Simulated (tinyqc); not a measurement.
Extended Hueckel theory, for H3S+, step by step. The parameters take no account of the charge, which enters only through the electron count. One step of it, computed by the program tinyqc.

Problem. Mulliken analysis. P = C n C^T; charge = valence electrons (S 6, H 1) minus the sum of (P S)_ii on the atom; overlap population = 2 sum P_ij S_ij between two atoms.

coefficients:
```
              MO1        MO2        MO3        MO4        MO5        MO6        MO7
1S 3s    0.694628  -0.000192   0.000000   0.211900   0.000000  -0.008592   1.097806
1S 3px   0.000022   0.575298   0.000000   0.000036   0.000000   1.129550   0.009852
1S 3py   0.000000   0.000000   0.575300   0.000000   1.129130   0.000000   0.000000
1S 3pz  -0.008967  -0.000049   0.000000   0.959381   0.000000   0.003115  -0.393500
2H 1s    0.215991   0.456518   0.000000  -0.072572   0.000000  -0.969710  -0.695010
3H 1s    0.215724  -0.228487   0.395536  -0.072624  -0.844239   0.493265  -0.681953
4H 1s    0.215724  -0.228487  -0.395536  -0.072624   0.844239   0.493265  -0.681953
```

occupations: 2.000000  2.000000  2.000000  2.000000  0.000000  0.000000  0.000000

overlap S, lower triangle:
```
           1S 3s     1S 3px     1S 3py     1S 3pz     2H 1s     3H 1s     4H 1s
1S 3s   1.000000
1S 3px  0.000000   1.000000
1S 3py  0.000000   0.000000   1.000000
1S 3pz  0.000000   0.000000   0.000000   1.000000
2H 1s   0.394899   0.482369   0.000000  -0.126656  1.000000
3H 1s   0.394405  -0.241020   0.417460  -0.126468  0.076321  1.000000
4H 1s   0.394405  -0.241020  -0.417460  -0.126468  0.076321  0.076205  1.000000
```

Give: charges; Overlap populations.

Solution.

charges: 1S 0.647, 2H 0.118, 3H 0.118, 4H 0.118

Overlap populations:
```
pair      value
2-1    0.755578
3-1    0.755113
3-2   -0.016010
4-1    0.755113
4-2   -0.016010
4-3   -0.015982
```
